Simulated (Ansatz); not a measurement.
A nudged elastic band was laid between two geometries of H6NSi2 (9 atoms, charge -1, multiplicity 1).

Computed with RKS PBE-D4/def2-SVP in Ansatz.

- movable images: 5
- climbing image: yes
- spring: 5.0 eV/Å²
- optimiser: quadratic models (default)
- start path: through a guess of the saddle point
- force threshold: 0.05 eV/Å
- iteration limit: 60
- end points: relaxed

First end point:

```xyz
9
Properties=species:S:1:pos:R:3
N -0.959 0.621 -1.421
Si -0.945 0.865 0.421
Si 0.533 -0.958 0.892
H -1.636 1.264 -1.851
H -0.060 0.805 -1.888
H 0.255 1.870 0.653
H 1.794 -1.191 0.039
H -0.097 -2.353 0.846
H 1.115 -0.923 2.309
```

Last end point:

```xyz
9
Properties=species:S:1:pos:R:3
N -0.913 0.983 -1.364
Si -0.992 1.027 0.500
Si 0.526 -0.825 0.863
H 0.009 0.723 -1.745
H -1.557 0.255 -1.705
H 0.165 2.053 0.719
H 1.791 -0.900 -0.016
H -0.124 -2.166 0.494
H 1.095 -1.150 2.254
```

(1) Which bonds break or form, and what moves?

(2) What energy profile does the band end with?

(3) What is the geometry of the highest image?

(4) What are the harmonic wavenumbers there?

## Answers

(1) No bond is made or broken. The dihedral H4–N1–Si2–H6 goes from -95 to 57°.

(2) The run converged. The highest image is number 3 of 0 to 6, 0.163 eV above the first end and 0.228 eV above the last; the last end lies 0.066 eV below the first. A vibrational analysis at the climbing image gives one clearly imaginary mode, 308i cm⁻¹: a first-order saddle point. Limits of this set-up: an anion without diffuse functions, the dipole of an ion depends on the origin.

```tsv
image	path coordinate (Å)	energy (eV)	dihedral H4–N1–Si2–H6 (°)
0	0.00	0.000	-95
1	0.52	0.031	-75
2	1.03	0.113	-50
3	1.55	0.163	-22
4	2.11	0.095	8
5	2.67	-0.022	36
6	3.24	-0.066	57
```

(3) 
```xyz
9
Properties=species:S:1:pos:R:3
N -1.191 0.787 -1.396
Si -1.060 0.875 0.492
Si 0.536 -0.891 0.849
H -0.731 1.630 -1.776
H -0.611 0.019 -1.767
H 0.173 1.855 0.662
H 1.834 -0.978 0.020
H -0.008 -2.309 0.630
H 1.057 -0.988 2.286
```

(4) 308i, 120, 131, 330, 352, 457, 553, 647, 654, 740, 861, 877, 899, 937, 1499, 1750, 1949, 1999, 2019, 3345, 3436 cm⁻¹.

Time of the run: 3 min on 1 thread of Arm Neoverse V1, on a shared host, peak memory 0.25 GiB.
